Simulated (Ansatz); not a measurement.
Results of PBE (Ansatz, a quantum-chemistry and plane-wave program, PAW) for rock-salt HfN.

Settings: plane-wave cutoff 520 eV, 16×16×16 k mesh, Fermi–Dirac smearing 0.1 eV, perturbation theory, scalar-relativistic PAW data made under PBE.

The cell has the measured lattice parameters. Conventional cell: a = 4.5200 Å, b = 4.5200 Å, c = 4.5200 Å, α = 90.00°, β = 90.00°, γ = 90.00°.

Space group Fm-3m (No. 225); a = 4.5200 Å, b = 4.5200 Å, c = 4.5200 Å, α = 90.00°, β = 90.00°, γ = 90.00°

```csv
atom,site,symmetry,x,y,z
Hf,4a,m-3m,0.0000,0.0000,0.0000
N,4b,m-3m,0.5000,0.5000,0.5000
```
(The calculation used a cell of 2 atoms; values per cell refer to that cell.)

Harmonic phonon frequencies (cm⁻¹; i marks an imaginary mode):

```
q point              frequencies
-------  -----------------------
Γ                              …
X        145 145 164 480 506 506
U                              …
L        120 120 152 506 527 527
```

**Question.** Complete the blanks.

**Answer.** 
- Γ, frequencies: 0 0 0 496 496 496
- U, frequencies: 135 151 160 473 508 528

No imaginary mode appears at these points.

Note: the cell isn't this level's own, so it is under some stress, which shifts stiffness and frequencies.
